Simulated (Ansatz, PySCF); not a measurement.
Lewis adducts of Ga(H)3. All species are isolated molecules in the gas phase. One relaxed conformer stands for each flexible species; it need not be the lowest. Strings in code marks are SMILES.

Quantity: vertical ionisation energy (energy after one electron is removed minus that of the parent at the parent's geometry), in eV.

Level 1: frozen-core MP2/cc-pVTZ // PBE0-D3(BJ)/def2-SVP (Ansatz, an electronic-structure program)
Level 2: minus the HOMO energy of PBE-D3(BJ)/def2-TZVP // PBE0-D3(BJ)/def2-SVP (PySCF)
Level 3: minus the HOMO energy of PBE0-D3(BJ)/def2-TZVP // PBE0-D3(BJ)/def2-SVP (PySCF)
Level 4: HF/cc-pVTZ // PBE0-D3(BJ)/def2-SVP (Ansatz)

```json
[
 {"species": "`CC#N`", "level 1": "12.81", "level 2": "8.07", "level 3": "9.43", "level 4": "10.85"},
 {"species": "[Ga(H)3(H2S)]", "level 1": "10.43", "level 2": "6.64", "level 3": "7.89", "level 4": "9.70"},
 {"species": "[Ga(H)3(NH3)]", "level 1": "10.13", "level 2": "6.22", "level 3": "7.47", "level 4": "9.38"},
 {"species": "`CN(C)C`", "level 1": "8.54", "level 2": "4.74", "level 3": "6.08", "level 4": "7.10"},
 {"species": "[Ga(H)3(H2O)]", "level 1": "10.38", "level 2": "6.45", "level 3": "7.71", "level 4": "9.66"}
]
```
